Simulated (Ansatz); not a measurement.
# Structural energy differences of carbon

Level of theory: DFT, LDA (PW92), plane waves (420 eV) with PAW, scalar-relativistic (Ansatz). The PAW files were generated under PBE, with cores re-solved for the functional.

Each structure is relaxed within its own symmetry, so a high-lying one may be dynamically unstable. No dispersion correction is added.

Question: Rank these structures of carbon by energy per atom, lowest first.
A. bcc
B. simple cubic
C. fcc
D. A15
E. graphite
F. diamond
G. lonsdaleite

Answer: F (0 meV/atom), E (9 meV/atom), G (25 meV/atom), B (2632 meV/atom), A (4358 meV/atom), D (4608 meV/atom), C (4625 meV/atom).

```json
{"structure": "diamond", "ΔE (meV/atom)": "-9", "V (Å³/atom)": "5.51", "cell": "a = 3.532 Å", "magnetic state": "spin not included"}
{"structure": "graphite", "ΔE (meV/atom)": "0", "V (Å³/atom)": "8.55", "cell": "a = 2.445 Å, c = 6.610 Å (c/a = 2.703)", "magnetic state": "spin not included"}
{"structure": "lonsdaleite", "ΔE (meV/atom)": "16", "V (Å³/atom)": "5.52", "cell": "a = 2.483 Å, c = 4.136 Å (c/a = 1.666)", "magnetic state": "spin not included"}
{"structure": "simple cubic", "ΔE (meV/atom)": "2624", "V (Å³/atom)": "5.31", "cell": "a = 1.744 Å", "magnetic state": "spin not included"}
{"structure": "bcc", "ΔE (meV/atom)": "4349", "V (Å³/atom)": "6.32", "cell": "a = 2.329 Å", "magnetic state": "spin not included"}
{"structure": "A15", "ΔE (meV/atom)": "4599", "V (Å³/atom)": "6.82", "cell": "a = 3.792 Å", "magnetic state": "spin not included"}
{"structure": "fcc", "ΔE (meV/atom)": "4616", "V (Å³/atom)": "6.86", "cell": "a = 3.016 Å", "magnetic state": "spin not included"}
```

ΔE counts from graphite.

LDA puts diamond 9 meV/atom below graphite, the structure of the real element at low temperature or room conditions.

Differences under about 8 meV lie within the error of the k-point mesh.
